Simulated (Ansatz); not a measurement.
## C3H4O, SMILES C1=COC1: a short molecular-dynamics run, step by step

Computed with the Ansatz DFT code, driven from Python.

Notebook, run cell by cell (the value of a cell's last expression is shown):

```python
import warnings

import ansatz as az
import numpy as np
```

```python
BASIS = "6-31G"
FUNCTIONAL = "PBE0"
N_STEPS = 20
TEMPERATURE_K = 500

warnings.simplefilter("ignore", az.DeckWarning)
```

```python
c3h4o = (
    az.Crystal.molecule()
    .atom("C", (-0.343, 0.4915, -0.4297))
    .atom("C", (0.2947, 0.8087, 0.6861))
    .atom("O", (0.6354, -0.3983, 0.9072))
    .atom("C", (0.0608, -0.8867, -0.2589))
    .atom("H", (-0.9639, 1.0824, -1.1853))
    .atom("H", (0.474, 1.7676, 1.2105))
    .atom("H", (0.7058, -1.3355, -0.9752))
    .atom("H", (-0.7716, -1.5867, -0.0105))
)

calculation = (
    c3h4o.calculation()
    .basis(gaussian=BASIS)
    .functional(FUNCTIONAL)
)
symbols = [site.symbol for site in c3h4o.cartesian_sites]
start = np.array([site.position_ang for site in c3h4o.cartesian_sites], dtype=float)
summary = calculation.relax(force_tolerance=0.02, max_steps=100).run(threads=1).report
end = np.array(summary["positions_ang"])
minimum = az.Crystal.molecule()
for symbol, place in zip(symbols, end):
    minimum = minimum.atom(symbol, place.tolist())

# dynamics from the relaxed geometry
calculation = (
    minimum.calculation()
    .basis(gaussian=BASIS)
    .functional(FUNCTIONAL)
    .md("nve", timestep=0.25, steps=N_STEPS, temperature=TEMPERATURE_K, initial_velocities="maxwell_boltzmann", seed=94)
)
frames = []
out = calculation.session().plan().execute(on_event=lambda e: frames.append(e["data"]) if e["event"] == "md_step" else None)
print("t (fs)   E_pot (eV)      E_kin (eV)   T (K)   d(0-1) (A)")
for f in frames[::2]:
    xyz = np.array(f["positions_ang"])
    print(f"{f['time_fs']:6.2f} {f['lagrangian_ev']:14.5f} {f['e_kin_ev']:10.5f} {f['temperature_k']:8.1f} {np.linalg.norm(xyz[0] - xyz[1]):9.4f}")
kept = np.array([f["conserved_ev"] for f in frames])
print(f"conserved energy moves by at most {1000 * np.ptp(kept):.3f} meV")
```

    t (fs)   E_pot (eV)      E_kin (eV)   T (K)   d(0-1) (A)
      0.00    -5213.09737    0.38778    500.0    1.3427
      0.50    -5213.08773    0.37821    487.7    1.3473
      1.00    -5213.06203    0.35262    454.7    1.3519
      1.50    -5213.02703    0.31775    409.7    1.3565
      2.00    -5212.99015    0.28096    362.3    1.3612
      2.50    -5212.95760    0.24847    320.4    1.3657
      3.00    -5212.93330    0.22419    289.1    1.3701
      3.50    -5212.91841    0.20927    269.8    1.3743
      4.00    -5212.91134    0.20215    260.6    1.3781
      4.50    -5212.90823    0.19895    256.5    1.3814
      5.00    -5212.90396    0.19459    250.9    1.3840
    conserved energy moves by at most 0.479 meV

Total energies depend on the basis set; only differences at equal settings carry meaning. The trajectory is only some femtoseconds long, so its temperature is not equilibrated; where the script doesn't relax first, it starts from a rough generated geometry. The temperature counts the internal degrees of freedom alone. Wall time of the script: 48 s on 1 thread of Arm Neoverse V1 (shared host), peak memory 0.18 GiB.

(Lines on the test bed's own set-up are left out of the output.)
